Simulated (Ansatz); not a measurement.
The input, for Ansatz 0.2.0:

```yaml
crystal:
  periodic: [false, false, false]
  atoms:
    - {symbol: Se, position_ang: [0.000000, 0.000000, 0.000000]}
    - {symbol: Mg, position_ang: [0.000000, 0.000000, 5.205000]}
basis:
  gaussian: {orbitals: cc-pVDZ}
total_charge: 1
magnetization: {spin_polarized: false, initial_magnetization: 3}
correlation: {method: fci, electrons: outside_noble_gas}
```

```sh
$ ansatz run in.yaml --threads 1 --pin off --events-out ev --progress --plain --max-ram 2393MiB
```

Log:

```
800 factors; integrals over basis functions are off by at most 1.3e-7 eV
mean field evaluation 1: about -70726.3220 eV, gradient 1.0e1 eV
mean field evaluation 2: about -70726.3253 eV, gradient 1.0e1 eV
mean field evaluation 4: about -70726.8291 eV, gradient 4.4e-1 eV
mean field evaluation 8: about -70726.8303 eV, gradient 1.1e-1 eV
mean field evaluation 16: about -70726.6890 eV, gradient 4.1e-2 eV
mean field evaluation 32: about -70726.6407 eV, gradient 3.0e0 eV
mean field evaluation 64: about -70726.6890 eV, gradient 4.1e-2 eV
mean field -70726.83057024 eV, -2599.1630830888 hartree, gradient 5.8e-6 eV, S^2 3.750000; 9 other end points of the search recorded, 0 dependent functions left out
mean field evaluation 96: about -70726.1516 eV, gradient 6.9e0 eV
mean field evaluation 128: about -70726.7992 eV, gradient 5.0e-1 eV
determinant -70726.83057024 eV, -2599.1630830888 hartree, with singles and doubles -70729.29915651 eV, -2599.2538019610 hartree
determinant -70726.68901906 eV, -2599.1578811786 hartree, with singles and doubles -70729.15452133 eV, -2599.2484867160 hartree
determinant -70726.83057024 eV, -2599.1630830888 hartree, with singles and doubles -70729.30462432 eV, -2599.2540028991 hartree
determinant -70726.68901906 eV, -2599.1578811786 hartree, with singles and doubles -70729.15555236 eV, -2599.2485246059 hartree
19 core orbitals not correlated: weight in the atoms' cores, before any rotation towards them, 1.000 or more for the frozen orbitals, at most 0.000 for the correlated occupied ones
reference -70726.83057024 eV, -2599.1630830888 hartree; 5, 2 occupied and 21, 24 virtual orbitals, 800 factors
state -70729.34134374 eV, -2599.2553523129 hartree
Total energy: -70729.34134374 eV, -2599.2553523129 hartree
```

Natural occupations: 1.9650 1.9602 0.9994 0.9945 0.9945 0.0137 0.0125 0.0125 0.0109 0.0102 0.0102 0.0052 0.0045 0.0045 0.0009 0.0004 0.0004 0.0003 0.0000 0.0000 0.0000 0.0000 0.0000 0.0000.

Ran on 1 thread of Arm Neoverse V2, shared host: 2.1 min wall, 0.82 GiB peak host memory.
